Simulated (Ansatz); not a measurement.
Consider the formal hydrolysis of a C–F bond: `C=CCCF` + H₂O → `C=CCCO` + H–F.

Program: Ansatz. Geometries: PBE0-D4/def2-TZVP. ΔE: electronic, gas phase. CBS: MP2 limit from def2 TZ/QZ plus the TZ coupled-cluster correction, frozen cores. This one scheme is used for every species. Functionals use def2-TZVPP. One conformer a species, not always the lowest.

`C=CCCF`:

Cartesian coordinates in Å:
```
C 0.254 -1.159 -1.617
C 0.182 -0.890 -0.321
C -0.643 0.202 0.275
C 0.174 1.187 1.082
F 0.750 0.551 2.170
H 0.874 -1.963 -1.996
H -0.309 -0.586 -2.348
H 0.760 -1.486 0.382
H -1.408 -0.222 0.936
H -1.165 0.754 -0.513
H -0.455 1.995 1.467
H 0.984 1.614 0.483
```

H₂O:

Cartesian coordinates in Å:
```
O 0.227 0.275 0.156
H -0.681 0.068 0.387
H 0.454 -0.343 -0.542
```

`C=CCCO`:

```xyz
13

C    -1.334    1.083   -0.210
C    -1.091    0.012    0.537
C     0.053   -0.942    0.383
C     1.176   -0.455   -0.510
O     1.843    0.670    0.019
H    -2.197    1.710   -0.024
H    -0.699    1.370   -1.043
H    -1.782   -0.215    1.347
H     0.463   -1.167    1.374
H    -0.332   -1.895   -0.003
H     0.795   -0.250   -1.521
H     1.932   -1.237   -0.607
H     1.174    1.318    0.259
```

H–F:

Cartesian coordinates in Å:
```
F 0.227 -0.375 -0.140
H -0.227 0.375 0.140
```

| level | ΔE (kcal/mol) |
| --- | --- |
| B2PLYP | 2.7 |
| HF/def2-TZVPP | 5.0 |
| CCSD/def2-TZVPP | 1.5 |
| HF/def2-QZVPP | 5.1 |

What does CCSD(T)/CBS give? (Estimate.)

The calculation gave: +1.0 kcal/mol. The listed levels differ from it by 1.7, 4.0, 0.5, 4.1 kcal/mol.

Largest T1 diagnostic among the species: 0.011.

The D4 term adds −1.3 kcal/mol with B3LYP and −0.7 kcal/mol with PBE0; it sums over pairs of atoms, weighted by their polarisabilities, and B3LYP, whose exchange is more repulsive, gets the larger term. In def2-TZVPP, CCSD(T) changes the Hartree–Fock value by −4.0 kcal/mol (the triples alone add −0.5 kcal/mol) and MP2 by −5.0 kcal/mol.

B3LYP here is the variant with VWN-RPA as its local correlation; programs differ in this.
